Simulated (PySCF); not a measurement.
Gas-phase reaction: H₂CSiH₂ + 3 CH₃ ⇌ CH₃SiH₃ + C₃H₇ (n-propyl)

Method: PySCF energies plus ideal-gas RRHO corrections (1 bar). † marks an energy on the PBE0/def2-TZVP geometry and frequencies. MP2 and CCSD(T) freeze the core. Open shells (unrestricted): CH₃ (multiplicity 2), C₃H₇ (n-propyl) (multiplicity 2); the rest are closed-shell singlets. B3LYP is the form with VWN-RPA correlation. No R ln 2 is added for the mirror-image form of C₃H₇ (n-propyl). H₂CSiH₂: computed as isolated molecules; such fragments, hydroxides, amides, oligomers or adducts are transient or little studied in the gas. MP2 isn't extrapolated to the basis-set limit; its ΔH°(298 K) is -575.5 kJ in def2-SVP and -569.0 kJ in def2-TZVPP. CCSD(T) isn't extrapolated to the basis-set limit. The harmonic model lacks anharmonicity and excited electronic states, which grow with temperature; levels with a mode under 35 cm⁻¹ are left out. Internal rotation in CH₃SiH₃, C₃H₇ (n-propyl) is treated as a harmonic vibration of one conformer, which makes the entropy rough.

```csv
level,"ΔE electronic, kJ","ΔH°(298 K), kJ","ΔS°(298 K), J/K","ΔG°(1200 K), kJ"
B3LYP/def2-TZVP†,-562,-525,-285,-175
CCSD(T)/def2-SVP†,-591,-554,-285,-204
HF/def2-TZVP†,-468,-431,-285,-81
M06-2X/def2-TZVP†,-607,-570,-285,-220
MP2/def2-SVP†,-612,-576,-285,-225
PBE0/def2-QZVP†,-598,-561,-285,-211
r2SCAN/def2-TZVP†,-566,-530,-285,-179
ωB97M-V/def2-TZVP†,-609,-572,-285,-222
```
ΔH° is lowest at MP2/def2-SVP† and highest at HF/def2-TZVP†. No reference value is set beside these.
